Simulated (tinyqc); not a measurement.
Inside a calculation (part 1 of 2). Method: MP2 on RHF in the sto-6g basis, frozen core, for H3O+, spin multiplicity 1. Computed by tinyqc, a small Python program that keeps every step (integrals from PySCF). Settings: charge = 1, multiplicity = 1, basis = sto-6g, method = RHF, frozen orbitals = 1, energy threshold = 1e-10, iteration cap = 87, orthogonalisation = symmetric, start = Wolfsberg-Helmholz matrix, DIIS depth = 6. Command: `OMP_NUM_THREADS=1 python tinyqc.py 30317 30318 out.jsonl` (the two numbers bound the seeds that draw the settings). One thread of a shared host (Intel(R) Xeon(R) Processor @ 2.60GHz), about 0.3 s of CPU time with the checks. The early iterations of the SCF are left out here.

## One-electron integrals

Geometry (angstrom):
```
atom          x          y         z
O      0.000000   0.000000  0.050000
H      1.000000   0.000000  0.000000
H     -0.500000   0.866000  0.000000
H     -0.500000  -0.866000  0.000000
```

Basis sto-6g: exponents (1/bohr^2) and contraction coefficients of normalised primitives:
```
element  l (shell)     exponent  coefficient
O            s (1)  1355.584234     0.009164
O            s (1)   248.544885     0.049361
O            s (1)    69.533902     0.168538
O            s (1)    23.886772     0.370563
O            s (1)     9.275933     0.416492
O            s (1)     3.820341     0.130334
O            s (2)    52.187762    -0.013253
O            s (2)    10.329320    -0.046992
O            s (2)     3.210345    -0.033785
O            s (2)     1.235135     0.250242
O            s (2)     0.536420     0.595117
O            s (2)     0.245881     0.240706
O            p (3)    52.187762     0.003760
O            p (3)    10.329320     0.037679
O            p (3)     3.210345     0.173897
O            p (3)     1.235135     0.418036
O            p (3)     0.536420     0.425860
O            p (3)     0.245881     0.101708
H            s (1)    35.523221     0.009164
H            s (1)     6.513144     0.049361
H            s (1)     1.822143     0.168538
H            s (1)     0.625955     0.370563
H            s (1)     0.243077     0.416492
H            s (1)     0.100112     0.130334
```

Overlap, kinetic and nuclear-attraction integrals over the contracted functions; the nuclear repulsion is the sum of Za Zb / Rab.

nuclear repulsion = 13.60116829 hartree

overlap S, order 1O 1s, 1O 2s, 1O 2px, 1O 2py, 1O 2pz, 2H 1s, 3H 1s, 4H 1s:
$$\begin{pmatrix}
1.000000 & 0.231145 & 0.000000 & 0.000000 & 0.000000 & 0.050101 & 0.050104 & 0.050104 \\
0.231145 & 1.000000 & 0.000000 & 0.000000 & 0.000000 & 0.448410 & 0.448424 & 0.448424 \\
0.000000 & 0.000000 & 1.000000 & 0.000000 & 0.000000 & 0.376571 & -0.188294 & -0.188294 \\
0.000000 & 0.000000 & 0.000000 & 1.000000 & 0.000000 & 0.000000 & 0.326125 & -0.326125 \\
0.000000 & 0.000000 & 0.000000 & 0.000000 & 1.000000 & -0.018829 & -0.018829 & -0.018829 \\
0.050101 & 0.448410 & 0.376571 & 0.000000 & -0.018829 & 1.000000 & 0.182222 & 0.182222 \\
0.050104 & 0.448424 & -0.188294 & 0.326125 & -0.018829 & 0.182222 & 1.000000 & 0.182232 \\
0.050104 & 0.448424 & -0.188294 & -0.326125 & -0.018829 & 0.182222 & 0.182232 & 1.000000
\end{pmatrix}$$

kinetic energy T (hartree), order 1O 1s, 1O 2s, 1O 2px, 1O 2py, 1O 2pz, 2H 1s, 3H 1s, 4H 1s:
$$\begin{pmatrix}
29.327197 & -0.896024 & 0.000000 & 0.000000 & 0.000000 & -0.003871 & -0.003870 & -0.003870 \\
-0.896024 & 0.842618 & 0.000000 & 0.000000 & 0.000000 & 0.107664 & 0.107674 & 0.107674 \\
0.000000 & 0.000000 & 2.531309 & 0.000000 & 0.000000 & 0.249104 & -0.124562 & -0.124562 \\
0.000000 & 0.000000 & 0.000000 & 2.531309 & 0.000000 & 0.000000 & 0.215742 & -0.215742 \\
0.000000 & 0.000000 & 0.000000 & 0.000000 & 2.531309 & -0.012455 & -0.012456 & -0.012456 \\
-0.003871 & 0.107664 & 0.249104 & 0.000000 & -0.012455 & 0.768522 & -0.005694 & -0.005694 \\
-0.003870 & 0.107674 & -0.124562 & 0.215742 & -0.012456 & -0.005694 & 0.768522 & -0.005693 \\
-0.003870 & 0.107674 & -0.124562 & -0.215742 & -0.012456 & -0.005694 & -0.005693 & 0.768522
\end{pmatrix}$$

nuclear attraction V (hartree), order 1O 1s, 1O 2s, 1O 2px, 1O 2py, 1O 2pz, 2H 1s, 3H 1s, 4H 1s:
$$\begin{pmatrix}
-62.843889 & -6.517779 & 0.000001 & 0.000000 & 0.002249 & -1.613200 & -1.613283 & -1.613283 \\
-6.517779 & -10.569625 & 0.000010 & 0.000000 & 0.025393 & -3.746350 & -3.746494 & -3.746494 \\
0.000001 & 0.000010 & -10.625470 & 0.000000 & -0.000001 & -2.814196 & 1.407175 & 1.407175 \\
0.000000 & 0.000000 & 0.000000 & -10.625470 & 0.000000 & 0.000000 & -2.437222 & 2.437222 \\
0.002249 & 0.025393 & -0.000001 & 0.000000 & -10.456694 & 0.147583 & 0.147590 & 0.147590 \\
-1.613200 & -3.746350 & -2.814196 & 0.000000 & 0.147583 & -5.948188 & -1.226923 & -1.226923 \\
-1.613283 & -3.746494 & 1.407175 & -2.437222 & 0.147590 & -1.226923 & -5.948273 & -1.226996 \\
-1.613283 & -3.746494 & 1.407175 & 2.437222 & 0.147590 & -1.226923 & -1.226996 & -5.948273
\end{pmatrix}$$

core Hamiltonian H = T + V (hartree), order 1O 1s, 1O 2s, 1O 2px, 1O 2py, 1O 2pz, 2H 1s, 3H 1s, 4H 1s:
$$\begin{pmatrix}
-33.516692 & -7.413803 & 0.000001 & 0.000000 & 0.002249 & -1.617071 & -1.617153 & -1.617153 \\
-7.413803 & -9.727007 & 0.000010 & 0.000000 & 0.025393 & -3.638686 & -3.638820 & -3.638820 \\
0.000001 & 0.000010 & -8.094161 & 0.000000 & -0.000001 & -2.565093 & 1.282613 & 1.282613 \\
0.000000 & 0.000000 & 0.000000 & -8.094162 & 0.000000 & 0.000000 & -2.221480 & 2.221480 \\
0.002249 & 0.025393 & -0.000001 & 0.000000 & -7.925386 & 0.135127 & 0.135134 & 0.135134 \\
-1.617071 & -3.638686 & -2.565093 & 0.000000 & 0.135127 & -5.179666 & -1.232617 & -1.232617 \\
-1.617153 & -3.638820 & 1.282613 & -2.221480 & 0.135134 & -1.232617 & -5.179751 & -1.232689 \\
-1.617153 & -3.638820 & 1.282613 & 2.221480 & 0.135134 & -1.232617 & -1.232689 & -5.179751
\end{pmatrix}$$

## Two-electron integrals

Functions are numbered as in S; the eight-fold symmetry (ij|kl) = (ji|kl) = (kl|ij) leaves the list below.

Two-electron integrals (ij|kl) in chemists' order, unique and non-zero (hartree):
```
(11|11) 4.787491    (21|11) 0.675884    (21|21) 0.121505    (22|11) 1.117379
(22|21) 0.249212    (22|22) 0.817383    (31|31) 0.025762    (32|31) 0.039145
(32|32) 0.180664    (33|11) 1.117381    (33|21) 0.249212    (33|22) 0.817382
(33|33) 0.880663    (41|41) 0.025762    (42|41) 0.039145    (42|42) 0.180664
(43|43) 0.047461    (44|11) 1.117381    (44|21) 0.249212    (44|22) 0.817382
(44|33) 0.785741    (44|44) 0.880663    (51|51) 0.025762    (52|51) 0.039145
(52|52) 0.180664    (53|53) 0.047461    (54|54) 0.047461    (55|11) 1.117381
(55|21) 0.249212    (55|22) 0.817382    (55|33) 0.785741    (55|44) 0.785741
(55|55) 0.880663    (61|11) 0.156289    (61|21) 0.026925    (61|22) 0.054003
(61|31) 0.001314    (61|32) 0.002565    (61|33) 0.054235    (61|44) 0.053886
(61|51) -0.000066   (61|52) -0.000128   (61|53) -0.000017   (61|55) 0.053887
(61|61) 0.006082    (62|11) 0.374036    (62|21) 0.084561    (62|22) 0.306349
(62|31) 0.006749    (62|32) 0.049466    (62|33) 0.316402    (62|44) 0.301303
(62|51) -0.000337   (62|52) -0.002473   (62|53) -0.000755   (62|55) 0.301340
(62|61) 0.018831    (62|62) 0.141869    (63|11) 0.266900    (63|21) 0.061206
(63|22) 0.236518    (63|31) 0.013774    (63|32) 0.089280    (63|33) 0.257899
(63|44) 0.225813    (63|51) -0.000215   (63|52) -0.001811   (63|53) -0.001092
(63|55) 0.225842    (63|61) 0.014265    (63|62) 0.133193    (63|63) 0.144006
(64|41) 0.009470    (64|42) 0.053056    (64|43) 0.010242    (64|54) -0.000512
(64|64) 0.020249    (65|11) -0.013345   (65|21) -0.003060   (65|22) -0.011826
(65|31) -0.000215   (65|32) -0.001811   (65|33) -0.011871   (65|44) -0.011291
(65|51) 0.009481    (65|52) 0.053147    (65|53) 0.010271    (65|55) -0.012316
(65|61) -0.000713   (65|62) -0.006660   (65|63) -0.006188   (65|65) 0.020559
(66|11) 0.511703    (66|21) 0.117833    (66|22) 0.487574    (66|31) 0.012402
(66|32) 0.123549    (66|33) 0.526569    (66|44) 0.468003    (66|51) -0.000620
(66|52) -0.006177   (66|53) -0.002928   (66|55) 0.468149    (66|61) 0.026526
(66|62) 0.283768    (66|63) 0.304334    (66|65) -0.015217   (66|66) 0.774999
(71|11) 0.156297    (71|21) 0.026927    (71|22) 0.054005    (71|31) -0.000657
(71|32) -0.001282   (71|33) 0.053976    (71|41) 0.001138    (71|42) 0.002221
(71|43) -0.000151   (71|44) 0.054150    (71|51) -0.000066   (71|52) -0.000128
(71|53) 0.000009    (71|54) -0.000015   (71|55) 0.053890    (71|61) 0.005974
(71|62) 0.018087    (71|63) 0.012780    (71|64) 0.000531    (71|65) -0.000685
(71|66) 0.025079    (71|71) 0.006083    (72|11) 0.374051    (72|21) 0.084564
(72|22) 0.306360    (72|31) -0.003375   (72|32) -0.024734   (72|33) 0.305089
(72|41) 0.005845    (72|42) 0.042839    (72|43) -0.006539   (72|44) 0.312639
(72|51) -0.000337   (72|52) -0.002473   (72|53) 0.000378    (72|54) -0.000654
(72|55) 0.301351    (72|61) 0.018087    (72|62) 0.111596    (72|63) 0.079928
(72|64) 0.012460    (72|65) -0.005075   (72|66) 0.179529    (72|71) 0.018832
(72|72) 0.141878    (73|11) -0.133457   (73|21) -0.030604   (73|22) -0.118265
(73|31) 0.010547    (73|32) 0.062115    (73|33) -0.124605   (73|41) -0.001864
(73|42) -0.015686   (73|43) 0.011382    (73|44) -0.117263   (73|51) 0.000108
(73|52) 0.000906    (73|53) -0.000657   (73|54) 0.000251    (73|55) -0.112926
(73|61) -0.005930   (73|62) -0.029174   (73|63) -0.006163   (73|64) -0.002528
(73|65) 0.001292    (73|66) -0.034403   (73|71) -0.007133   (73|72) -0.066602
(73|73) 0.051193    (74|11) 0.231148    (74|21) 0.053007    (74|22) 0.204835
(74|31) -0.001864   (74|32) -0.015686   (74|33) 0.198076    (74|41) 0.012698
(74|42) 0.080227    (74|43) -0.009473   (74|44) 0.220840    (74|51) -0.000186
(74|52) -0.001569   (74|53) 0.000251    (74|54) -0.000947   (74|55) 0.195588
(74|61) 0.011333    (74|62) 0.075449    (74|63) 0.053537    (74|64) 0.023288
(74|65) -0.003368   (74|66) 0.122680    (74|71) 0.012355    (74|72) 0.115354
(74|73) -0.053592   (74|74) 0.113071    (75|11) -0.013346   (75|21) -0.003060
(75|22) -0.011826   (75|31) 0.000108    (75|32) 0.000906    (75|33) -0.011436
(75|41) -0.000186   (75|42) -0.001569   (75|43) 0.000251    (75|44) -0.011726
(75|51) 0.009481    (75|52) 0.053149    (75|53) -0.005136   (75|54) 0.008895
(75|55) -0.012317   (75|61) -0.000685   (75|62) -0.005076   (75|63) -0.003563
(75|64) -0.000565   (75|65) 0.015533    (75|66) -0.008905   (75|71) -0.000713
(75|72) -0.006660   (75|73) 0.003094    (75|74) -0.005359   (75|75) 0.020560
(76|11) 0.117962    (76|21) 0.026871    (76|22) 0.103901    (76|31) 0.000885
(76|32) 0.007427    (76|33) 0.104624    (76|41) 0.001533    (76|42) 0.012863
(76|43) 0.000430    (76|44) 0.105121    (76|51) -0.000177   (76|52) -0.001485
(76|53) -0.000172   (76|54) -0.000298   (76|55) 0.101959    (76|61) 0.005891
(76|62) 0.045886    (76|63) 0.040141    (76|64) 0.004820    (76|65) -0.002424
(76|66) 0.091260    (76|71) 0.005892    (76|72) 0.045887    (76|73) -0.015897
(76|74) 0.037173    (76|75) -0.002425   (76|76) 0.017865    (77|11) 0.511712
(77|21) 0.117836    (77|22) 0.487582    (77|31) -0.006201   (77|32) -0.061777
(77|33) 0.482653    (77|41) 0.010741    (77|42) 0.106998    (77|43) -0.025361
(77|44) 0.511935    (77|51) -0.000620   (77|52) -0.006178   (77|53) 0.001464
(77|54) -0.002536   (77|55) 0.468157    (77|61) 0.025078    (77|62) 0.179525
(77|63) 0.123444    (77|64) 0.031547    (77|65) -0.008904   (77|66) 0.302781
(77|71) 0.026528    (77|72) 0.283779    (77|73) -0.152175   (77|74) 0.263567
(77|75) -0.015218   (77|76) 0.091260    (77|77) 0.774999    (81|11) 0.156297
(81|21) 0.026927    (81|22) 0.054005    (81|31) -0.000657   (81|32) -0.001282
(81|33) 0.053976    (81|41) -0.001138   (81|42) -0.002221   (81|43) 0.000151
(81|44) 0.054150    (81|51) -0.000066   (81|52) -0.000128   (81|53) 0.000009
(81|54) 0.000015    (81|55) 0.053890    (81|61) 0.005974    (81|62) 0.018087
(81|63) 0.012780    (81|64) -0.000531   (81|65) -0.000685   (81|66) 0.025079
(81|71) 0.005974    (81|72) 0.018088    (81|73) -0.006850   (81|74) 0.010803
(81|75) -0.000685   (81|76) 0.005701    (81|77) 0.025079    (81|81) 0.006083
(82|11) 0.374051    (82|21) 0.084564    (82|22) 0.306360    (82|31) -0.003375
(82|32) -0.024734   (82|33) 0.305089    (82|41) -0.005845   (82|42) -0.042839
(82|43) 0.006539    (82|44) 0.312639    (82|51) -0.000337   (82|52) -0.002473
(82|53) 0.000378    (82|54) 0.000654    (82|55) 0.301351    (82|61) 0.018087
(82|62) 0.111596    (82|63) 0.079928    (82|64) -0.012460   (82|65) -0.005075
(82|66) 0.179529    (82|71) 0.018088    (82|72) 0.111601    (82|73) -0.050758
(82|74) 0.062991    (82|75) -0.005076   (82|76) 0.037082    (82|77) 0.179533
(82|81) 0.018832    (82|82) 0.141878    (83|11) -0.133457   (83|21) -0.030604
(83|22) -0.118265   (83|31) 0.010547    (83|32) 0.062115    (83|33) -0.124605
(83|41) 0.001864    (83|42) 0.015686    (83|43) -0.011382   (83|44) -0.117263
(83|51) 0.000108    (83|52) 0.000906    (83|53) -0.000657   (83|54) -0.000251
(83|55) -0.112926   (83|61) -0.005930   (83|62) -0.029174   (83|63) -0.006163
(83|64) 0.002528    (83|65) 0.001292    (83|66) -0.034403   (83|71) -0.006850
(83|72) -0.050758   (83|73) 0.038015    (83|74) -0.028034   (83|75) 0.002271
(83|76) -0.012585   (83|77) -0.089048   (83|81) -0.007133   (83|82) -0.066602
(83|83) 0.051193    (84|11) -0.231148   (84|21) -0.053007   (84|22) -0.204835
(84|31) 0.001864    (84|32) 0.015686    (84|33) -0.198076   (84|41) 0.012698
(84|42) 0.080227    (84|43) -0.009473   (84|44) -0.220840   (84|51) 0.000186
(84|52) 0.001569    (84|53) -0.000251   (84|54) -0.000947   (84|55) -0.195588
(84|61) -0.011333   (84|62) -0.075449   (84|63) -0.053537   (84|64) 0.023288
(84|65) 0.003368    (84|66) -0.122680   (84|71) -0.010803   (84|72) -0.062991
(84|73) 0.028034    (84|74) -0.020888   (84|75) 0.002803    (84|76) -0.021797
(84|77) -0.091134   (84|81) -0.012355   (84|82) -0.115354   (84|83) 0.053592
(84|84) 0.113071    (85|11) -0.013346   (85|21) -0.003060   (85|22) -0.011826
(85|31) 0.000108    (85|32) 0.000906    (85|33) -0.011436   (85|41) 0.000186
(85|42) 0.001569    (85|43) -0.000251   (85|44) -0.011726   (85|51) 0.009481
(85|52) 0.053149    (85|53) -0.005136   (85|54) -0.008895   (85|55) -0.012317
(85|61) -0.000685   (85|62) -0.005076   (85|63) -0.003563   (85|64) 0.000565
(85|65) 0.015533    (85|66) -0.008905   (85|71) -0.000685   (85|72) -0.005076
(85|73) 0.002271    (85|74) -0.002803   (85|75) 0.015533    (85|76) -0.001896
(85|77) -0.008905   (85|81) -0.000713   (85|82) -0.006660   (85|83) 0.003094
(85|84) 0.005359    (85|85) 0.020560    (86|11) 0.117962    (86|21) 0.026871
(86|22) 0.103901    (86|31) 0.000885    (86|32) 0.007427    (86|33) 0.104624
(86|41) -0.001533   (86|42) -0.012863   (86|43) -0.000430   (86|44) 0.105121
(86|51) -0.000177   (86|52) -0.001485   (86|53) -0.000172   (86|54) 0.000298
(86|55) 0.101959    (86|61) 0.005891    (86|62) 0.045886    (86|63) 0.040141
(86|64) -0.004820   (86|65) -0.002424   (86|66) 0.091260    (86|71) 0.005701
(86|72) 0.037082    (86|73) -0.012585   (86|74) 0.021797    (86|75) -0.001896
(86|76) 0.014626    (86|77) 0.060484    (86|81) 0.005892    (86|82) 0.045887
(86|83) -0.015897   (86|84) -0.037173   (86|85) -0.002425   (86|86) 0.017865
(87|11) 0.117969    (87|21) 0.026873    (87|22) 0.103907    (87|31) -0.001770
(87|32) -0.014854   (87|33) 0.105376    (87|44) 0.104381    (87|51) -0.000177
(87|52) -0.001485   (87|53) 0.000345    (87|55) 0.101965    (87|61) 0.005701
(87|62) 0.037083    (87|63) 0.025170    (87|65) -0.001896   (87|66) 0.060487
(87|71) 0.005892    (87|72) 0.045890    (87|73) -0.024247   (87|74) 0.032356
(87|75) -0.002425   (87|76) 0.014626    (87|77) 0.091266    (87|81) 0.005892
(87|82) 0.045890    (87|83) -0.024247   (87|84) -0.032356   (87|85) -0.002425
(87|86) 0.014626    (87|87) 0.017867    (88|11) 0.511712    (88|21) 0.117836
(88|22) 0.487582    (88|31) -0.006201   (88|32) -0.061777   (88|33) 0.482653
(88|41) -0.010741   (88|42) -0.106998   (88|43) 0.025361    (88|44) 0.511935
(88|51) -0.000620   (88|52) -0.006178   (88|53) 0.001464    (88|54) 0.002536
(88|55) 0.468157    (88|61) 0.025078    (88|62) 0.179525    (88|63) 0.123444
(88|64) -0.031547   (88|65) -0.008904   (88|66) 0.302781    (88|71) 0.025079
(88|72) 0.179533    (88|73) -0.089048   (88|74) 0.091134    (88|75) -0.008905
(88|76) 0.060484    (88|77) 0.302788    (88|81) 0.026528    (88|82) 0.283779
(88|83) -0.152175   (88|84) -0.263567   (88|85) -0.015218   (88|86) 0.091260
(88|87) 0.091266    (88|88) 0.774999
```

## Orthogonalisation

S = U s U^T; symmetric (Loewdin) form X = U s^(-1/2) U^T, so that X^T S X = 1.

eigenvalues of S: [0.357519, 0.438759, 0.438768, 0.978233, 1.003965, 1.379008, 1.379014, 2.024733]

X, order 1O 1s, 1O 2s, 1O 2px, 1O 2py, 1O 2pz, 2H 1s, 3H 1s, 4H 1s:
$$\begin{pmatrix}
1.023471 & -0.144003 & 0.000000 & 0.000000 & 0.001001 & 0.018212 & 0.018213 & 0.018213 \\
-0.144003 & 1.297995 & -0.000008 & 0.000000 & -0.011415 & -0.259152 & -0.259166 & -0.259166 \\
0.000000 & -0.000008 & 1.116846 & 0.000000 & 0.000000 & -0.263575 & 0.131794 & 0.131794 \\
0.000000 & 0.000000 & 0.000000 & 1.116848 & 0.000000 & 0.000000 & -0.228270 & 0.228270 \\
0.001001 & -0.011415 & 0.000000 & 0.000000 & 1.000470 & 0.010710 & 0.010710 & 0.010710 \\
0.018212 & -0.259152 & -0.263575 & 0.000000 & 0.010710 & 1.183709 & -0.060675 & -0.060675 \\
0.018213 & -0.259166 & 0.131794 & -0.228270 & 0.010710 & -0.060675 & 1.183722 & -0.060679 \\
0.018213 & -0.259166 & 0.131794 & 0.228270 & 0.010710 & -0.060675 & -0.060679 & 1.183722
\end{pmatrix}$$

## Starting guess

The start is the generalised Wolfsberg-Helmholz matrix (K = 1.75) built on H; D = 2 C_occ C_occ^T.

D at the start, order 1O 1s, 1O 2s, 1O 2px, 1O 2py, 1O 2pz, 2H 1s, 3H 1s, 4H 1s:
$$\begin{pmatrix}
2.046430 & -0.180739 & -0.000004 & 0.000000 & -0.011291 & -0.119828 & -0.119832 & -0.119832 \\
-0.180739 & 0.918650 & 0.000018 & 0.000000 & 0.041651 & 0.288287 & 0.288293 & 0.288293 \\
-0.000004 & 0.000018 & 1.347791 & 0.000000 & -0.000001 & 0.429029 & -0.214512 & -0.214512 \\
0.000000 & 0.000000 & 0.000000 & 1.347784 & 0.000000 & 0.000000 & 0.371553 & -0.371553 \\
-0.011291 & 0.041651 & -0.000001 & 0.000000 & 1.998572 & -0.008056 & -0.008056 & -0.008056 \\
-0.119828 & 0.288287 & 0.429029 & 0.000000 & -0.008056 & 0.229240 & 0.024393 & 0.024393 \\
-0.119832 & 0.288293 & -0.214512 & 0.371553 & -0.008056 & 0.024393 & 0.229251 & 0.024394 \\
-0.119832 & 0.288293 & -0.214512 & -0.371553 & -0.008056 & 0.024393 & 0.024394 & 0.229251
\end{pmatrix}$$
